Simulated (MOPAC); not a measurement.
MOPAC input (MNDO):

```
MNDO PRECISE GNORM=0.05 LET XYZ UHF MS=0.5 GEO-OK AUX(PRECISION=9) THREADS=1
C3H3

C    -0.00108478 1    0.01125913 1    0.11444147 1
C    -0.01259876 1    0.13076463 1    1.32913478 1
C     0.01178222 1   -0.12228971 1   -1.24299295 1
H    -0.02261568 1    0.23473201 1    2.38589352 1
H     0.94544728 1   -0.15717806 1   -1.78780376 1
H    -0.91142373 1   -0.19595820 1   -1.80158956 1
```

Output:

```
 *******************************************************************************
 **                                                                           **
 **                              MOPAC v23.2.5                                **
 **                                                                           **
 *******************************************************************************
 ** MOPAC's Digital Object Identifier: https://doi.org/10.5281/zenodo.6511958 **
 **                                                                           **
 ** Please cite the open-source release paper for use of this MOPAC version:  **
 ** J. E. Moussa and J. J. P. Stewart (2026)                                  **
 ** MOPAC: An open-source semiempirical molecular orbital program             **
 ** J. Open Source Softw., 11(119), 8025, https://doi.org/10.21105/joss.08025 **
 *******************************************************************************

                              MNDO CALCULATION RESULTS

 *******************************************************************************
 *  MNDO       - The MNDO Hamiltonian to be used
 *  GEO-OK     - OVERRIDE INTERATOMIC DISTANCE AND OTHER SAFETY CHECKS
 *  UHF        - UNRESTRICTED HARTREE-FOCK CALCULATION
 *  MS=        - IN MECI, MAGNETIC COMPONENT OF SPIN =  0.5
 *  LET        - OVERRIDE SOME SAFETY CHECKS
 *  PRECISE    - TIGHTER CRITERIA TO BE USED
 *  XYZ        - CARTESIAN COORDINATE SYSTEM TO BE USED
 *  GNORM      - EXIT WHEN GRADIENT NORM DROPS BELOW 0.050
 *  AUX        - OUTPUT AUXILIARY INFORMATION
 *******************************************************************************
MNDO PRECISE GNORM=0.05 LET XYZ UHF MS=0.5 GEO-OK AUX(PRECISION=9) THREADS=1
 C3H3

   ATOM   CHEMICAL          X               Y               Z
  NUMBER   SYMBOL      (ANGSTROMS)     (ANGSTROMS)     (ANGSTROMS)

     1       C         -0.00108478  *   0.01125913  *   0.11444147  *
     2       C         -0.01259876  *   0.13076463  *   1.32913478  *
     3       C          0.01178222  *  -0.12228971  *  -1.24299295  *
     4       H         -0.02261568  *   0.23473201  *   2.38589352  *
     5       H          0.94544728  *  -0.15717806  *  -1.78780376  *
     6       H         -0.91142373  *  -0.19595820  *  -1.80158956  *

          CARTESIAN COORDINATES

    NO.       ATOM           X           Y           Z

     1         C         -0.0011      0.0113      0.1144
     2         C         -0.0126      0.1308      1.3291
     3         C          0.0118     -0.1223     -1.2430
     4         H         -0.0226      0.2347      2.3859
     5         H          0.9454     -0.1572     -1.7878
     6         H         -0.9114     -0.1960     -1.8016

  H: (MNDO): M.J.S. DEWAR, W. THIEL, J. AM. CHEM. SOC., 99, 4899, (1977)
  C: (MNDO): M.J.S. DEWAR, W. THIEL, J. AM. CHEM. SOC., 99, 4899, (1977)

           Empirical Formula: C3 H3  =     6 atoms

      MOLECULAR POINT GROUP   :   C2v

          UHF CALCULATION, NO. OF ALPHA ELECTRONS =    8
                           NO. OF BETA  ELECTRONS =    7

          Geometry optimization using EF

          DIAGONAL MATRIX USED AS START HESSIAN

 CYCLE:     1  GRAD.:    32.787 HEAT:  67.66166
 CYCLE:     2  GRAD.:   445.463 HEAT:  93.19018
 CYCLE:     3  GRAD.:   373.033 HEAT:  85.62633
 CYCLE:     4  GRAD.:   274.479 HEAT:  81.16575
 CYCLE:     5  GRAD.:   302.998 HEAT:  88.30407
 CYCLE:     6  GRAD.:   146.980 HEAT:  71.90544
 CYCLE:     7  GRAD.:   364.925 HEAT:  86.39409
 CYCLE:     8  GRAD.:    60.098 HEAT:  69.08156
 CYCLE:     9  GRAD.:   174.501 HEAT:  71.50232
 CYCLE:    10  GRAD.:    14.541 HEAT:  67.40110
 CYCLE:    11  GRAD.:     1.611 HEAT:  67.36279
 CYCLE:    12  GRAD.:     1.655 HEAT:  67.36231
 CYCLE:    13  GRAD.:     5.311 HEAT:  67.36923
 CYCLE:    14  GRAD.:     0.292 HEAT:  67.36171
 CYCLE:    15  GRAD.:     0.130 HEAT:  67.36169
 CYCLE:    16  GRAD.:     0.070 HEAT:  67.36169
 CYCLE:    17  GRAD.:     0.021 HEAT:  67.36168

     GRADIENT =  0.02137 IS LESS THAN CUTOFF =  0.05000

 -------------------------------------------------------------------------------
 MNDO PRECISE GNORM=0.05 LET XYZ UHF MS=0.5 GEO-OK AUX(PRECISION=9) THREADS=1
 C3H3

     GEOMETRY OPTIMISED USING EIGENVECTOR FOLLOWING (EF).
     SCF FIELD WAS ACHIEVED

                              MNDO CALCULATION
                                                       MOPAC v23.2.5 Linux

          FINAL HEAT OF FORMATION =         67.36168 KCAL/MOL =     281.84128 KJ/MOL

          COSMO AREA              =         85.44 SQUARE ANGSTROMS
          COSMO VOLUME            =         67.04 CUBIC ANGSTROMS

          GRADIENT NORM           =          0.02137          =       0.00873 PER ATOM
          IONIZATION POTENTIAL    =          9.090105 EV
          ALPHA SOMO LUMO (EV)    =         -9.090  1.676
          BETA  SOMO LUMO (EV)    =        -10.615  0.448
          NO. OF ALPHA ELECTRONS  =          8
          NO. OF BETA  ELECTRONS  =          7
          MOLECULAR WEIGHT        =         39.0567         POINT GROUP:  C2v

          MOLECULAR DIMENSIONS (Angstroms)

            Atom       Atom       Distance
            H     6    H     4     4.31231
            H     5    H     4     1.80759
            H     4    C     1     0.00000

          SCF CALCULATIONS        =         18

   ATOM   CHEMICAL          X               Y               Z
  NUMBER   SYMBOL      (ANGSTROMS)     (ANGSTROMS)     (ANGSTROMS)

     1       C         -0.00120210  *   0.01234358  *   0.12546691  *
     2       C         -0.01264318  *   0.13130229  *   1.33459824  *
     3       C          0.01182467  *  -0.12274986  *  -1.24766967  *
     4       H         -0.02255137  *   0.23410601  *   2.37952966  *
     5       H          0.94230825  *  -0.15893935  *  -1.80502970  *
     6       H         -0.90793721  *  -0.19758210  *  -1.81877635  *

                             CARTESIAN COORDINATES

   1    C       -0.001202103     0.012343584     0.125466914
   2    C       -0.012643182     0.131302291     1.334598239
   3    C        0.011824673    -0.122749861    -1.247669673
   4    H       -0.022551365     0.234106008     2.379529659
   5    H        0.942308252    -0.158939347    -1.805029701
   6    H       -0.907937210    -0.197582104    -1.818776347

           Empirical Formula: C3 H3  =     6 atoms

      MOLECULAR POINT GROUP   :   C2v

          ALPHA EIGENVALUES
 -36.95398 -29.55716 -19.34491 -15.47474 -14.96043 -12.22064 -10.72886  -9.09010
   1.67578   2.11611   4.27748   4.76940   4.80874   5.96540   7.46539

           BETA EIGENVALUES
 -36.64981 -28.26149 -19.09831 -15.35074 -14.80761 -11.41151 -10.61501   0.44791
   1.79860   3.02679   4.70812   5.10371   5.29433   6.19149   7.62868

              NET ATOMIC CHARGES AND DIPOLE CONTRIBUTIONS

  ATOM NO.   TYPE          CHARGE      No. of ELECS.   s-Pop       p-Pop
    1          C          -0.143308        4.1433     1.19089     2.95242
    2          C          -0.117587        4.1176     1.23491     2.88267
    3          C           0.000164        3.9998     1.22124     2.77859
    4          H           0.159347        0.8407     0.84065
    5          H           0.050692        0.9493     0.94931
    6          H           0.050692        0.9493     0.94931
 DIPOLE           X         Y         Z       TOTAL
 POINT-CHG.    -0.001     0.010     0.098     0.098
 HYBRID        -0.001     0.013     0.133     0.134
 SUM           -0.002     0.023     0.231     0.232

          ATOMIC ORBITAL ELECTRON POPULATIONS

     Atom    s        px        py        pz
    1  C   1.19089   1.01752   1.01841   0.91649
    2  C   1.23491   0.98910   0.98130   0.91227
    3  C   1.22124   0.92236   0.99724   0.85900
    4  H   0.84065
    5  H   0.94931
    6  H   0.94931

                    (SZ)    =    0.500000
                    (S**2)  =    0.892921

          ATOMIC ORBITAL SPIN POPULATIONS

    Atom   Total    s     px     py     pz
         Atomic
    1  C -0.5791 -0.041 -0.189 -0.302 -0.047
    2  C  0.7232  0.039  0.198  0.452  0.035
    3  C  1.0015  0.051  0.051  0.841  0.059
    4  H -0.0358 -0.036
    5  H -0.0549 -0.055
    6  H -0.0549 -0.055

 **********************
 *                    *
 * JOB ENDED NORMALLY *
 *                    *
 **********************

 == MOPAC DONE ==
```

The geometry given is a B3LYP-D3(BJ)/def2-TZVP minimum.

The determinant is spin-contaminated: <S^2> is 0.89 against 0.75 for a pure state.
